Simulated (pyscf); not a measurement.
This saddle point was located with ωB97X-D3(BJ)/def2-SVP in PySCF.

```xyz
11

C      0.1573     0.2816    -0.0379
C     -0.7814    -1.2546    -0.0844
Si    -1.3833     0.2796     1.1440
H      0.3476    -0.7014    -0.6751
H      0.0491     1.0005    -0.8573
H      1.1025     0.3150     0.5148
H     -1.1953    -1.4028    -1.0910
H     -0.1513    -2.0822     0.2684
H     -1.2541     1.6887     1.7489
H     -1.2562    -0.5503     2.3848
H     -2.7197     0.4021     0.4784
```

Surface: singlet, charge 0. Lowest wavenumbers (cm⁻¹): 789i, 268, 375, 414, 483.

Question: What reaction is this the transition state of?

Answer: H₃C–CH₂–SiH₃ ⇌ H₃C–CH₂–SiH₃, a concerted two-bond exchange read from left to right: C–Si, C–H broken and C–H, C–Si formed. At CCSD(T)/def2-TZVPP + ΔMP2(QZVPP) it lies +97.9 kcal/mol from the left side and +97.9 kcal/mol from the right (each side as separated species at their lowest minima found). The same reactants have a lower exit, to H₂C=CH₂ + SiH₄ (barrier +82.4 kcal/mol at ωB97M-D3(BJ)/def2-TZVP, against +96.4 kcal/mol here). H₃C–CH₂–SiH₃ lies 12.8 kcal/mol over its isomer H₃C–SiH₂–CH₃ (electronic energy, ωB97M-D3(BJ)/def2-TZVP). One saddle was located; it need not be the lowest between these sides. The CCSD(T) − MP2 part came from Ansatz, without density fitting, on the same reference.
